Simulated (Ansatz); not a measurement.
Molecular dynamics of CH2NSi, charge +1

Input:

```yaml
crystal:
  periodic: [false, false, false]
  atoms:
    - { symbol: "N", position_ang: [0.845823, -0.416352, 0.659447] }
    - { symbol: C, position_ang: [0.10793, -1.3168, 0.268441] }
    - { symbol: Si, position_ang: [-0.308226, 0.636968, -0.311029] }
    - { symbol: H, position_ang: [-0.973704, -0.891708, -0.55923] }
    - { symbol: H, position_ang: [0.328177, 1.987891, -0.057619] }
total_charge: 1
basis:
  gaussian: { orbitals: def2-SVP }
hamiltonian:
  xc: pbe
  dispersion: d4
md:
  timestep: 0.5
  n_steps: 200
  ensemble: nve
  temperature: 100.0
  initial_velocities: maxwell_boltzmann
  seed: 5818
```

Launched with:

```bash
$ ansatz run input.yaml --threads 1 --pin off --max-ram 2048MiB --backend cpu --events-out ev --progress --plain --runs-dir out
```

It starts at the highest image of a converged band. Of that band: Neighbouring images differ by up to 2.4 eV, so the band resolves the path poorly. A vibrational analysis at the climbing image gives one clearly imaginary mode, 1106i cm⁻¹: a first-order saddle point.

Output, in part (step lines, the closing report, with atoms numbered from 0):

```
md step     0: t =     0.00 fs  T =   100.0 K  F+E_penalty+E_count = -10412.80572810 eV  E_kin = 0.038778 eV  conserved = -10412.76695010 eV  (27 SCF iters)
md step     1: t =     0.50 fs  T =    98.6 K  F+E_penalty+E_count = -10412.80518688 eV  E_kin = 0.038240 eV  conserved = -10412.76694657 eV  (30 SCF iters)
md step     2: t =     1.00 fs  T =    94.6 K  F+E_penalty+E_count = -10412.80363124 eV  E_kin = 0.036699 eV  conserved = -10412.76693261 eV  (30 SCF iters)
md step     3: t =     1.50 fs  T =    88.6 K  F+E_penalty+E_count = -10412.80127995 eV  E_kin = 0.034369 eV  conserved = -10412.76691078 eV  (30 SCF iters)
md step     4: t =     2.00 fs  T =    81.5 K  F+E_penalty+E_count = -10412.79848362 eV  E_kin = 0.031601 eV  conserved = -10412.76688304 eV  (30 SCF iters)
md step     5: t =     2.50 fs  T =    74.3 K  F+E_penalty+E_count = -10412.79568351 eV  E_kin = 0.028830 eV  conserved = -10412.76685343 eV  (30 SCF iters)
md step     6: t =     3.00 fs  T =    68.4 K  F+E_penalty+E_count = -10412.79334950 eV  E_kin = 0.026523 eV  conserved = -10412.76682637 eV  (30 SCF iters)
md step     7: t =     3.50 fs  T =    64.7 K  F+E_penalty+E_count = -10412.79191157 eV  E_kin = 0.025106 eV  conserved = -10412.76680563 eV  (30 SCF iters)
[... lines left out ...]
Total energy: -10414.28700590 eV, -382.7179884096 hartree
Atom 0 at    -0.088267    -0.862358     0.155139 Å, force     0.902517    -0.002573     0.552597 eV/Å
Atom 1 at     0.887771    -1.272084     0.785523 Å, force    -0.811022    -0.320736    -0.383029 eV/Å
Atom 2 at    -0.196462     0.774914    -0.271182 Å, force     1.377710     1.248043     1.032024 eV/Å
Atom 3 at    -0.669407     1.158547    -1.616680 Å, force    -0.343848    -0.020045    -0.131413 eV/Å
Atom 4 at     0.597522     1.758993     0.736014 Å, force    -1.125357    -0.904689    -1.070179 eV/Å
Dipole moment:    -0.275565     0.819037    -0.293439 e Å
```

The steps, from the saved trajectory:

```json
{"time (fs)": "0.0", "T (K)": "100", "potential energy less start (eV)": "0.000", "conserved less start (meV/atom)": "0.00"}
{"time (fs)": "3.0", "T (K)": "68", "potential energy less start (eV)": "0.012", "conserved less start (meV/atom)": "0.02"}
{"time (fs)": "6.0", "T (K)": "97", "potential energy less start (eV)": "0.001", "conserved less start (meV/atom)": "0.02"}
{"time (fs)": "9.0", "T (K)": "215", "potential energy less start (eV)": "-0.044", "conserved less start (meV/atom)": "0.03"}
{"time (fs)": "12.0", "T (K)": "521", "potential energy less start (eV)": "-0.163", "conserved less start (meV/atom)": "0.09"}
{"time (fs)": "15.0", "T (K)": "1366", "potential energy less start (eV)": "-0.491", "conserved less start (meV/atom)": "0.06"}
{"time (fs)": "18.0", "T (K)": "2628", "potential energy less start (eV)": "-0.981", "conserved less start (meV/atom)": "-0.11"}
{"time (fs)": "21.0", "T (K)": "3354", "potential energy less start (eV)": "-1.263", "conserved less start (meV/atom)": "-0.28"}
{"time (fs)": "24.0", "T (K)": "2726", "potential energy less start (eV)": "-1.019", "conserved less start (meV/atom)": "-0.15"}
{"time (fs)": "27.0", "T (K)": "1607", "potential energy less start (eV)": "-0.584", "conserved less start (meV/atom)": "0.04"}
{"time (fs)": "30.0", "T (K)": "1249", "potential energy less start (eV)": "-0.445", "conserved less start (meV/atom)": "0.03"}
{"time (fs)": "33.0", "T (K)": "1658", "potential energy less start (eV)": "-0.604", "conserved less start (meV/atom)": "-0.01"}
{"time (fs)": "36.0", "T (K)": "2671", "potential energy less start (eV)": "-0.998", "conserved less start (meV/atom)": "-0.16"}
{"time (fs)": "39.0", "T (K)": "3235", "potential energy less start (eV)": "-1.217", "conserved less start (meV/atom)": "-0.25"}
{"time (fs)": "42.0", "T (K)": "2810", "potential energy less start (eV)": "-1.051", "conserved less start (meV/atom)": "0.01"}
{"time (fs)": "45.0", "T (K)": "2875", "potential energy less start (eV)": "-1.076", "conserved less start (meV/atom)": "-0.03"}
{"time (fs)": "48.0", "T (K)": "3277", "potential energy less start (eV)": "-1.233", "conserved less start (meV/atom)": "-0.23"}
{"time (fs)": "51.0", "T (K)": "3071", "potential energy less start (eV)": "-1.152", "conserved less start (meV/atom)": "0.04"}
{"time (fs)": "54.0", "T (K)": "3424", "potential energy less start (eV)": "-1.290", "conserved less start (meV/atom)": "-0.22"}
{"time (fs)": "57.0", "T (K)": "3466", "potential energy less start (eV)": "-1.306", "conserved less start (meV/atom)": "-0.10"}
{"time (fs)": "60.0", "T (K)": "3365", "potential energy less start (eV)": "-1.266", "conserved less start (meV/atom)": "-0.04"}
{"time (fs)": "63.0", "T (K)": "3461", "potential energy less start (eV)": "-1.305", "conserved less start (meV/atom)": "-0.23"}
{"time (fs)": "66.0", "T (K)": "2767", "potential energy less start (eV)": "-1.034", "conserved less start (meV/atom)": "-0.06"}
{"time (fs)": "69.0", "T (K)": "2269", "potential energy less start (eV)": "-0.841", "conserved less start (meV/atom)": "0.07"}
{"time (fs)": "72.0", "T (K)": "2777", "potential energy less start (eV)": "-1.038", "conserved less start (meV/atom)": "-0.06"}
{"time (fs)": "75.0", "T (K)": "3607", "potential energy less start (eV)": "-1.361", "conserved less start (meV/atom)": "-0.12"}
{"time (fs)": "78.0", "T (K)": "4372", "potential energy less start (eV)": "-1.658", "conserved less start (meV/atom)": "-0.28"}
{"time (fs)": "81.0", "T (K)": "4205", "potential energy less start (eV)": "-1.593", "conserved less start (meV/atom)": "-0.21"}
{"time (fs)": "84.0", "T (K)": "3343", "potential energy less start (eV)": "-1.259", "conserved less start (meV/atom)": "-0.24"}
{"time (fs)": "87.0", "T (K)": "1803", "potential energy less start (eV)": "-0.661", "conserved less start (meV/atom)": "-0.02"}
{"time (fs)": "90.0", "T (K)": "763", "potential energy less start (eV)": "-0.256", "conserved less start (meV/atom)": "0.19"}
{"time (fs)": "93.0", "T (K)": "1476", "potential energy less start (eV)": "-0.534", "conserved less start (meV/atom)": "-0.01"}
{"time (fs)": "96.0", "T (K)": "2789", "potential energy less start (eV)": "-1.043", "conserved less start (meV/atom)": "-0.15"}
{"time (fs)": "99.0", "T (K)": "3791", "potential energy less start (eV)": "-1.433", "conserved less start (meV/atom)": "-0.31"}
```

The run went to its last step. The conserved energy stayed within 0.35 meV per atom of its start (net change -0.35 meV per atom), so the integration is sound. The system heated up, since it started high on the potential surface and ran downhill. A run of 0.1 ps of so small a system gives no equilibrium averages. The orbitals stay closed-shell, which can raise the energy where a bond breaks towards radicals; this wasn't checked here. Limits of this set-up: the dipole of an ion depends on the origin.

The step under study would form C2–H4 and break Si3–H4. These pairs go: C2–H4 1.43 → 3.76 Å, Si3–H4 1.69 → 1.48 Å. In the last frame they stand as before the step (other bonds may differ from the relaxed reactants and products). Also parted: C2–Si3 2.08 → 2.55 Å. It ends as one piece, CH2NSi (total charge +1). Pairs count as bonded within 1.25 times the sum of covalent radii (0.12 Å more for H–H).

Last frame:

```xyz
5
Properties=species:S:1:pos:R:3
N -0.088 -0.862 0.155
C 0.888 -1.272 0.785
Si -0.197 0.775 -0.271
H -0.669 1.159 -1.617
H 0.598 1.759 0.736
```

The run took 92 s on 1 thread of Intel(R) Xeon(R) 6975P-C (Granite Rapids), on a shared host, peak memory 0.1 GiB.
